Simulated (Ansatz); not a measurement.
Reaction (atomization): `PP` → 4 H• + 2 P•

Gas-phase electronic energies from Ansatz, PBE0-D4/def2-TZVP geometries. CBS: def2 TZ/QZ extrapolation, frozen cores. Functionals use def2-TZVPP. Open shells (•) are unrestricted, without spin–orbit coupling.

`PP`:

Cartesian coordinates in Å:
```
P 0.377 -0.596 0.862
P -0.379 0.593 -0.863
H -0.028 0.372 1.821
H -0.837 -1.322 1.009
H 0.034 -0.371 -1.824
H 0.833 1.324 -1.004
```

```
             level  ΔE (kJ/mol)
           BLYP-D4       1573.1
              PBE0       1531.8
SCS-MP2/def2-TZVPP       1494.2
   CCSD/def2-TZVPP       1470.1
   CCSD/def2-QZVPP       1502.3
      HF/CBS(def2)       1047.0
     MP2/CBS(def2)       1504.8
    HF/cc-pV(T+d)Z       1043.5
```

Problem. What does CCSD(T)/CBS give? (Best estimate.)

Solution. Computed: +1548.6 kJ/mol. The listed levels differ from it by 24.5, -16.8, -54.4, -78.5, -46.3, -501.6, -43.8, -505.1 kJ/mol.

Largest T1 diagnostic among the species: 0.014.

From BLYP to BHLYP (50 % exact exchange), in def2-TZVPP and without D4, ΔE moves by −24.6 kJ/mol: exact exchange takes away binding that semilocal exchange gives to molecules. At CCSD(T), def2-SVP lies −165.6 kJ/mol from the extrapolated value and def2-TZVPP −57.9 kJ/mol: correlation converges slowly with the basis, and small sets miss more of it in the bonded molecule than in its fragments. In def2-TZVPP, CCSD(T) changes the Hartree–Fock value by +446.3 kJ/mol (the triples alone add +20.7 kJ/mol) and MP2 by +403.9 kJ/mol; breaking electron pairs costs correlation energy, which Hartree–Fock lacks.
